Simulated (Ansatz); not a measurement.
Ansatz (a first-principles code) input (MP2/aug-pcseg-3):

Ansatz 0.2 input:
```yaml
crystal:
  periodic: [false, false, false]
  atoms:
    - {symbol: C, position_ang: [-0.00000000, -0.00000000, -0.00000000]}
    - {symbol: H, position_ang: [0.00360111, 1.07859343, -0.02702022]}
    - {symbol: H, position_ang: [0.93257816, -0.54247981, 0.01097634]}
    - {symbol: H, position_ang: [-0.93617928, -0.53611362, 0.01604388]}
basis:
  gaussian:
    orbitals: aug-pcseg-3
magnetization: {spin_polarized: true, initial_magnetization: 1}
correlation: {method: mp2, electrons: outside_noble_gas}
```

Output:

```
Functional definition: HF
integrals: 0.48 GiB planned
1530 factors; integrals over basis functions are off by at most 6.5e-4 eV
mean field: 0.86 GiB planned
mean field evaluation 1: about -1076.1977 eV, gradient 1.3e1 eV
mean field evaluation 2: about -1076.1971 eV, gradient 1.3e1 eV
mean field evaluation 4: about -1077.0219 eV, gradient 1.1e0 eV
mean field evaluation 8: about -1077.0353 eV, gradient 5.1e-4 eV
mean field -1077.03527758 eV, -39.5803164103 hartree, gradient 2.5e-6 eV, S^2 0.761776; 0 other end points of the search recorded, 0 dependent functions left out
1 core orbitals not correlated
reference -1077.03527758 eV, -39.5803164103 hartree; 4, 3 occupied and 227, 228 virtual orbitals, 1530 factors
second order -4.55769022 eV of doubles, -0.00000000 eV of singles
Total energy: -1081.59296780 eV, -39.7478084365 hartree
```
